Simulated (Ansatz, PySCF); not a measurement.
## Smallest direct gap on the k points sampled of 3C-SiC at several levels of theory

No measured value is used here.

```
level (code)                value (eV)  cell (Å³/atom)
-------------------------  -----------  --------------
LDA (Ansatz)                (withheld)           10.35
PBE (Ansatz)                      4.55           10.35
PBE-D3(BJ) (Ansatz)               4.55           10.28
r²SCAN-D4 (Ansatz)                5.06           10.27
G0W0@Hartree–Fock (PySCF)  7.61 ± 0.08           10.35
```

Task: Some entries are withheld; supply them.

Result: 
- LDA (Ansatz, a quantum-chemistry and plane-wave program), value (eV): 4.51

At these levels the smallest gap is indirect and lower: LDA 1.32, PBE 1.36, PBE-D3(BJ) 1.35, r²SCAN-D4 1.71, G0W0@Hartree–Fock 3.95 eV. Computed values are for a static lattice.  A ± on a computed value is a rough bar: the spread of its extrapolation, a floor set from checks against published values, or a statistical error. Values are at the measured cell; PBE-D3(BJ) at the level's own relaxed cell; r²SCAN-D4 at the level's own equilibrium cell. Cutoffs differ between the levels. Ansatz's density-functional and Hartree–Fock values are scalar-relativistic unless marked +SOC, with PAW data made under PBE.
